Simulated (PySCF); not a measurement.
Gas-phase reaction: 4 C₂H₆ + C₄H₆ (butadiene) → 6 C₂H₅

Computed with PySCF (xtb for GFN2) and rigid-rotor harmonic-oscillator thermochemistry at 1 bar. Table values come from the NASA 1993 polynomials. S°(298 K) at PBE0/def2-TZVP differs from the NASA 1993 table for C₂H₅ (+9 J/mol/K); whether the harmonic model or the table's entry is off was not settled. † marks an energy on the PBE0/def2-TZVP geometry and frequencies; other levels use their own. CCSD(T) freezes the core. 6-31G* has spherical d functions here. Open shells (unrestricted): C₂H₅ (multiplicity 2); the rest are closed-shell singlets. GFN2 has no spin-polarisation term. B3LYP is the form with VWN-RPA correlation. CCSD(T) isn't extrapolated to the basis-set limit; its ΔH°(298 K) is 931.8 kJ in def2-SVP and 934.6 kJ in def2-TZVPP. The harmonic model lacks anharmonicity and excited electronic states, which grow with temperature; levels with a mode under 35 cm⁻¹ are left out. Internal rotation in C₂H₆, C₄H₆ (butadiene), C₂H₅ is treated as a harmonic vibration of one conformer, which makes the entropy rough. The table's entry may be an old estimate for C₂H₅ (not checked at source).

log10 K (1 bar standard state):

```json
[
 {"T (K)": "500", "table": "-82.9", "B3LYP/6-31G*": "-76.0", "B3LYP/def2-TZVP†": "-73.7", "CCSD(T)/def2-SVP†": "-78.7", "GFN2-xTB": "-107.3", "HF/6-31G*": "-44.4"},
 {"T (K)": "1000", "table": "-34.0", "B3LYP/6-31G*": "-28.1", "B3LYP/def2-TZVP†": "-26.9", "CCSD(T)/def2-SVP†": "-29.4", "GFN2-xTB": "-43.2", "HF/6-31G*": "-12.5"},
 {"T (K)": "1200", "table": "-25.9", "B3LYP/6-31G*": "-20.1", "B3LYP/def2-TZVP†": "-19.0", "CCSD(T)/def2-SVP†": "-21.1", "GFN2-xTB": "-32.4", "HF/6-31G*": "-7.1"},
 {"T (K)": "1600", "table": "-15.8", "B3LYP/6-31G*": "-10.0", "B3LYP/def2-TZVP†": "-9.2", "CCSD(T)/def2-SVP†": "-10.8", "GFN2-xTB": "-19.0", "HF/6-31G*": "-0.4"},
 {"T (K)": "2000", "table": "-9.8", "B3LYP/6-31G*": "-4.0", "B3LYP/def2-TZVP†": "-3.4", "CCSD(T)/def2-SVP†": "-4.6", "GFN2-xTB": "-11.0", "HF/6-31G*": "3.6"}
]
```
Ten kJ in ΔG° is worth 1.04 decades in K at 500 K and 0.26 at 2000 K.
